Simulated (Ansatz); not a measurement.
# AlN₂H₅: one species, many methods

An exercise on one series of results from a longer session: the logs are not shown, and one member is left open.

Computed with Ansatz 0.2.0, Gaussian basis. Level: functionals in def2-TZVPP, the program's frozen cores in correlated methods.

Plan: LDA (SPW92), PBE-D4, revPBE-D4, BLYP-D4, r2SCAN-D4, B97M-V, PBE0-D4, B3LYP-D4, r2SCANh-D4, r2SCAN0-D4, HSE06-D4, BHLYP-D4, CAM-B3LYP-D4, LC-ωPBE, ωB97X-V, ωB97M-V, B2PLYP, PBE-QIDH; CCSD(T)/def2-SVP; CCSD(T)/def2-TZVPP; CCSD(T)/def2-QZVPP; extrapolation to the limit; RPA on PBE.

## The geometry

All runs share one geometry, relaxed beforehand with PBE0-D4 in a triple-zeta def2 set.

SMILES `[NH2][AlH][NH2]`, 8 atoms, charge 0, spin multiplicity 1.

Atoms are counted from 1 here; the program's logs count them from 0.

Bond lengths: N1–Al2 1.769 Å, N1–H4 1.006 Å, N1–H5 1.007 Å, Al2–N3 1.769 Å, Al2–H6 1.580 Å, N3–H7 1.006 Å, N3–H8 1.007 Å. Angles: Al2–N1–H4 126.5°, Al2–N1–H5 123.5°, H4–N1–H5 110.1°, N1–Al2–N3 120.4°, N1–Al2–H6 119.8°, N3–Al2–H6 119.8°, Al2–N3–H7 126.5°, Al2–N3–H8 123.5°, H7–N3–H8 110.1°.

Geometry (Å):

```xyz
8

N    -0.9781    0.6599   -1.0125
Al    0.2299    0.4782    0.2672
N     0.7964   -1.1293    0.7415
H    -1.4104   -0.0823   -1.5369
H    -1.3324    1.5510   -1.3189
H     0.8062    1.7592    0.9908
H     0.4995   -2.0078    0.3504
H     1.4810   -1.2860    1.4627
```

Set-up of the first run:

File in.yaml:

```yaml
crystal:
  periodic: [false, false, false]
  atoms:
    - {symbol: N, position_ang: [-0.978083, 0.659938, -1.012524]}
    - {symbol: Al, position_ang: [0.229882, 0.478217, 0.267202]}
    - {symbol: N, position_ang: [0.796370, -1.129266, 0.741535]}
    - {symbol: H, position_ang: [-1.410399, -0.082332, -1.536937]}
    - {symbol: H, position_ang: [-1.332359, 1.550977, -1.318874]}
    - {symbol: H, position_ang: [0.806206, 1.759161, 0.990809]}
    - {symbol: H, position_ang: [0.499508, -2.007767, 0.350407]}
    - {symbol: H, position_ang: [1.480975, -1.286029, 1.462682]}
basis:
  gaussian: {orbitals: def2-TZVPP}
hamiltonian: {xc: lda}
output: {orbitals: {seedname: orbitals}}
```

Launch:

```
$ ansatz run in.yaml --threads 4 --pin off --events-out ev --progress --plain --max-ram 10444MiB
```

Among the steps run: LDA; PBE-D4 (GGA); revPBE-D4 (GGA); BLYP-D4 (GGA); r2SCAN-D4 (meta-GGA); B97M-V (meta-GGA); B3LYP-D4 (hybrid); r2SCANh-D4 (hybrid); r2SCAN0-D4 (hybrid); HSE06-D4 (hybrid); BHLYP-D4 (hybrid); CAM-B3LYP-D4 (range-separated); LC-ωPBE (range-separated); ωB97X-V (range-separated); ωB97M-V (range-separated); B2PLYP (double hybrid); PBE-QIDH (double hybrid).

One of the session's tables, all rows but one given; the rest of the session is left out.

It belongs to the step «Orbital energies across the functionals». 

| functional | HOMO (eV) | LUMO (eV) | gap (eV) |
| --- | --- | --- | --- |
| LDA (SPW92) | -5.70 | -0.48 | 5.22 |
| PBE-D4 | -5.53 | -0.31 | 5.22 |
| revPBE-D4 | -5.47 | -0.23 | 5.23 |
| BLYP-D4 | -5.40 | -0.31 | 5.09 |
| r2SCAN-D4 | -5.82 | 0.13 | 5.95 |
| B97M-V | -5.88 | -0.16 | 5.72 |
| PBE0-D4 | ? | ? | ? |
| B3LYP-D4 | -6.68 | 0.18 | 6.85 |
| r2SCANh-D4 | -6.35 | 0.38 | 6.72 |
| r2SCAN0-D4 | -7.14 | 0.73 | 7.87 |
| HSE06-D4 | -6.52 | 0.12 | 6.63 |
| BHLYP-D4 | -8.24 | 1.13 | 9.37 |
| CAM-B3LYP-D4 | -8.37 | 1.29 | 9.66 |
| LC-ωPBE | -9.82 | 2.44 | 12.26 |
| ωB97X-V | -9.41 | 2.34 | 11.74 |
| ωB97M-V | -9.31 | 1.93 | 11.24 |

Q: Estimate the row for PBE0-D4 from the others.

**Answer.** HOMO (eV): -6.93; LUMO (eV): 0.48; gap (eV): 7.41. In the column «HOMO (eV)» it lies between r2SCAN0-D4 (-7.14) and B3LYP-D4 (-6.68).
